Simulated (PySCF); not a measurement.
Coordinates in bohr (charge -1 multiplicity 2):
```
S     0.0000    0.0000   -0.4138
O     2.6973    0.0000    0.2757
O    -1.3487    2.3359    0.2757
O    -1.3486   -2.3360    0.2757
```

These are results of UPBE0/[S def2-TZVPD, O def2-TZVPD], no relativity, density fitting, PySCF, not measurements.

This geometry of SO₃⁻ is a stationary point at this level.

(1) What is the point group?

(2) Is it a minimum?

(3) Which band is strongest in the infrared?

(4) What are the dipole moment and the gap between the highest occupied and lowest empty levels of either spin?

Answers

(1) C3v.

(2) Yes: all harmonic wavenumbers are real.

(3) 1187 cm⁻¹ (e), 634 km/mol.

(4) 0.88 D about the centre of mass and 3.66 eV.

This need not be the most stable arrangement of these atoms. The lowest empty level of this anion is unbound, so it and the gap depend on the basis.
